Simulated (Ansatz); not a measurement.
`C1COCO1` from Hartree–Fock to CCSD(T)

```xyz
11

C     0.7388   -0.7784    0.0970
C     0.1780    0.0814   -1.0535
O    -0.4598    1.1612   -0.3994
C    -0.7703    0.6780    0.8740
O     0.3140   -0.1100    1.2700
H     0.3382   -1.7984    0.0646
H     1.8286   -0.8265    0.1083
H     0.9503    0.4871   -1.7079
H    -0.5408   -0.4840   -1.6588
H    -1.6951    0.0740    0.8424
H    -0.8819    1.5156    1.5633
```

Charge 0, multiplicity 1. The structure was optimised at the PBE0-D4/def2-TZVP level. Frozen core, restricted reference, Ansatz. CBS rows extrapolate triple and quadruple zeta; past MP2 they add the triple-zeta difference.

```csv
basis,HF (Eh),MP2 corr.
def2-SVP,-266.58877,-0.77147
def2-TZVPP,-266.90363,-0.97007
def2-QZVPP,-266.91606,-1.04000
```

Question: Estimate the CCSD correlation energy and the (T) correction in each basis where they were run (hartree).

Answer: 
```tsv
basis	CCSD corr.	(T)
def2-SVP	-0.81534	-0.02283
def2-TZVPP	-1.00003	-0.03970
CBS(def2)	-1.12177	as TZ
```
